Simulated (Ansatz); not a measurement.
Reaction (SMILES): [CH2]Cl (CH2-Cl) → C atom + Cl atom + 2 H atom
B3LYP-D3(BJ)/def2-TZVP geometries, fixed; electronic energies without zero-point terms.

Basis-set convergence of the atomisation energy at r2SCAN with Ansatz (a quantum-chemistry and plane-wave program). Cartesian d functions, on some or all atoms, in 6-31G*, 6-311+G**; all else is spherical. The program fits the integrals of some runs and decomposes those of others, by size. Open shells are unrestricted. No added dispersion term, no relativity. Functions are those of the species that has most. Reference: the value in pcseg-4, 294.95 kcal/mol, itself unsure by roughly 0.13 kcal/mol (its mean distance from aug-pcseg-3, aug-cc-pV(Q+d)Z, cc-pV(5+d)Z). Deviations are taken from unrounded values.

```
basis            functions  atomisation energy (kcal/mol)  minus reference (kcal/mol)
---------------  ---------  -----------------------------  --------------------------
6-31G*                  38                         291.33                       -3.61
cc-pV(D+d)Z             47                         289.48                       -5.46
6-311+G**               65                         290.78                       -4.16
aug-cc-pV(D+d)Z         73                         290.46                       -4.49
pcseg-2                 92                         294.15                       -0.79
def2-TZVPP             101                         294.25                       -0.69
aug-pcseg-2            142                         294.66                       -0.29
pcseg-3                190                         294.95                        0.00
aug-pcseg-3            272                         294.95                        0.01
```

The smallest set listed that lies within 2 kcal/mol of the reference with all its larger relatives (same family, alike in diffuse functions; a set with none counts only in the reference's own line) is pcseg-2 (92 functions, -0.79 kcal/mol off). (Relatives not listed, tested too: def2-QZVP -0.40, def2-QZVPP -0.40, pcseg-4 0.00 kcal/mol.)
